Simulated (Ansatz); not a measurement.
## PH, singlet: reading a ladder of total energies

Geometry: that of the PH, triplet, kept fixed. The triplet lies 1.1 eV lower here.

```yaml
atoms:
  - { symbol: P, position_ang: [0.0000, 0.0000, 0.0000] }
  - { symbol: H, position_ang: [0.0000, 0.0000, 1.4282] }
```

Basis aug-cc-pVDZ; Ansatz 0.2.0. Correlated methods freeze the noble-gas cores, which leaves 6 electrons in 31 orbitals. R marks a restricted (for open shells ROHF) determinant.

Full CI is exact within this basis and frozen core; it isn't the basis-set limit.

The determinant fills πx and πy unequally, so it is a mixture of Σ and Δ, which weighs on every level built on one determinant.

Runs differ by some tens of microhartree through their thresholds, so steps under 0.03 kcal/mol mean nothing.

```tsv
level	total energy (hartree)
RHF	-341.213968
RMP2	-341.314867
RCCSD	-341.346689
RCCSD(T)	-341.352670
RCCSDT*	-341.359280
RCCSDT(Q)*	-341.360018
RCCSDTQ*	-341.359804
full CI	-341.359808
```

What is the correlation energy at full CI, and what share of it do RMP2 and RCCSDT recover?

E(corr) = -341.359808 − (-341.213968) = -0.145840 hartree = -3.969 eV. RMP2: -0.100899 / -0.145840 = 69.18 %. RCCSDT: -0.145312 / -0.145840 = 99.64 %.

By how many kcal/mol does RCCSD(T) miss full CI (1 hartree = 627.509 kcal/mol), and which steps make up the rest?

-341.352670 − (-341.359808) = 0.007138 hartree = 4.48 kcal/mol. Steps: RCCSDT − RCCSD(T) = -4.15, RCCSDT(Q) − RCCSDT = -0.46, RCCSDTQ − RCCSDT(Q) = 0.13, full CI − RCCSDTQ = 0.00 kcal/mol. With more than one leading determinant such errors change with state and geometry, and needn't cancel in differences.

An asterisk marks runs whose energy the program itself flagged as in doubt.
